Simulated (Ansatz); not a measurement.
Two isomers of C4H7N: A = `C1=NCCC1`, B = `C=NC(=C)C`.

Program: Ansatz. Geometries: PBE0-D4/def2-TZVP. ΔE: electronic, gas phase. CCSD(T)/CBS is the MP2 limit (def2-TZVPP, def2-QZVPP) plus CCSD(T) − MP2 in def2-TZVPP, frozen cores. Functionals use def2-TZVPP. B3LYP here is the variant with VWN-RPA as its local correlation; programs differ in this. One conformer a species, not always the lowest.

Q: Which isomer does CCSD(T)/CBS put lower? Give the gap. (Best estimate.)

A: The calculation gave: A, by 73.4 kJ/mol.

Q: Give E(B) − E(A) in kJ/mol with B3LYP, B2PLYP, MP2/def2-TZVPP, HF/def2-TZVPP, PBE-D4, B3LYP-D4, CCSD(T)/def2-TZVPP. (Best estimate.)

A: The calculation gave: B3LYP 56.4, B2PLYP 64.2, MP2/def2-TZVPP 79.4, HF/def2-TZVPP 65.3, PBE-D4 70.6, B3LYP-D4 57.9, CCSD(T)/def2-TZVPP 74.2. None reverses the order clearly.

Largest T1 diagnostic: 0.012.

From PBE to PBE0 (25 % exact exchange), in def2-TZVPP and without D4, E(B) − E(A) moves by +13.7 kJ/mol. In def2-TZVPP, CCSD(T) changes the Hartree–Fock value by +8.9 kJ/mol (the triples alone add −2.3 kJ/mol) and MP2 by +14.1 kJ/mol.
